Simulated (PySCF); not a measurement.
Point-charge models of 1,4-pentadiyne, `C#CCC#C` against its computed dipole.

Coordinates (PBE0-D3(BJ)/def2-SVP, Å) and charges (e) from the PBE0/pcSseg-1 density (PySCF):

```tsv
atom	x	y	z	Mulliken	IAO	Hirshfeld	ESP-fitted
C1	-2.201	-0.743	0.085	-0.3411	-0.2333	-0.1164	-0.5574
C2	-1.208	-0.053	0.057	+0.1535	-0.0215	-0.0388	+0.2190
C3	-0.016	0.793	0.023	-0.1377	-0.2802	-0.0286	-0.4076
C4	1.239	0.046	-0.059	+0.1531	-0.0215	-0.0389	+0.2237
C5	2.281	-0.563	-0.132	-0.3411	-0.2333	-0.1164	-0.5599
H6	-3.082	-1.357	0.109	+0.0698	+0.2023	+0.0966	+0.3456
H7	-0.084	1.483	-0.836	+0.1868	+0.1926	+0.0729	+0.1963
H8	0.001	1.434	0.923	+0.1868	+0.1926	+0.0728	+0.1944
H9	3.203	-1.109	-0.196	+0.0698	+0.2023	+0.0966	+0.3458
```

Q: Compute μ = Σ q r for each scheme (1 e·Å = 4.803 D) and compare with the dipole of the full density.

A: The full density gives (-0.02, 0.52, 0.01) D, 0.52 D in size; dipole vectors point from the negative to the positive end.

```
    scheme     μx    μy    μz  size (D)  share of the full size (%)  angle to the full dipole (°)
  Mulliken  -0.13  3.40  0.11      3.40                         649                             1
       IAO  -0.03  0.70  0.02      0.70                         133                             0
 Hirshfeld  -0.02  0.50  0.01      0.50                          95                             0
ESP-fitted  -0.02  0.59  0.01      0.59                         112                             1
```

Q: Which set comes closest?

A: Length of the difference vector: Hirshfeld 0.03 D, ESP-fitted 0.06 D, IAO 0.18 D, Mulliken 2.88 D. Closest: Hirshfeld. The schemes that divide the density aren't constrained to reproduce the dipole.

Q: What is left for the Hirshfeld atoms' own dipoles?

A: The Hirshfeld atoms' densities add up to the full density, so μ = Σ q r + Σ (atomic dipoles). The atomic dipoles sum to (-0.02, 0.52, 0.01) − (-0.02, 0.50, 0.01) = (0.00, 0.02, 0.00) D, 0.03 D in size.

Q: With the origin at the mean of the coordinates, (0.015, -0.008, -0.003) Å, which are the largest single terms, by size, of the IAO dipole along the direction of the full one?

A: H7 +1.37, H8 +1.35, H9 -1.22, H6 -1.17, C3 -1.08 D; all 9 atoms together +0.70 D. The single terms depend on the origin, their sum doesn't.

Q: Give the size of the full dipole in other units.

A: 0.52 D = 0.206 au = 0.109 e·Å = 1.75 × 10⁻³⁰ C·m.

Isolated species at its PBE0-D3(BJ)/def2-SVP geometry, gas phase.

These values come from a run that also computed NMR shieldings. On one thread, Arm Neoverse N1 (aarch64) (shared host), this took 8.8 s wall and 0.47 GiB of memory at its peak.
